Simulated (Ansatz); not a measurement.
in.yaml

```yaml
crystal:
  periodic: [false, false, false]
  atoms:
    - {symbol: Ge, position_ang: [0.000000, 0.000000, 0.000000]}
    - {symbol: B, position_ang: [0.000000, 0.000000, 1.915800]}
basis:
  gaussian: {orbitals: cc-pVDZ}
magnetization: {spin_polarized: false, initial_magnetization: 3}
correlation: {method: mp2, electrons: valence}
```

```sh
$ ansatz run in.yaml --threads 1 --pin off --events-out ev --progress --plain --max-ram 2393MiB
```

Output:

```
462 factors; integrals over basis functions are off by at most 1.1e-3 eV
mean field evaluation 1: about -57140.1678 eV, gradient 5.4e0 eV
mean field evaluation 2: about -57140.2045 eV, gradient 5.5e0 eV
mean field evaluation 4: about -57140.7732 eV, gradient 1.6e0 eV
mean field evaluation 8: about -57140.9216 eV, gradient 8.3e-1 eV
mean field evaluation 16: about -57140.9614 eV, gradient 1.0e-4 eV
mean field evaluation 32: about -57140.9614 eV, gradient 3.1e-5 eV
mean field evaluation 64: about -57139.7230 eV, gradient 4.8e0 eV
mean field evaluation 96: about -57140.8363 eV, gradient 2.0e0 eV
mean field -57140.96135265 eV, -2099.8915981752 hartree, gradient 3.1e-6 eV, S^2 3.750000; 7 other end points of the search recorded, 0 dependent functions left out
mean field evaluation 128: about -57141.0025 eV, gradient 1.3e-1 eV
10 core orbitals not correlated: weight in the atoms' cores, before any rotation towards them, 1.000 or more for the frozen orbitals, at most 0.000 for the correlated occupied ones
reference -57140.96135265 eV, -2099.8915981752 hartree; 10, 7 occupied and 21, 24 virtual orbitals, 462 factors
second order -3.32419423 eV of doubles, -0.02793153 eV of singles
Total energy: -57144.31347840 eV, -2100.0147865244 hartree
```

Ran on 1 thread of Arm Neoverse V1, shared host: 1.8 s wall, 0.09 GiB peak host memory.
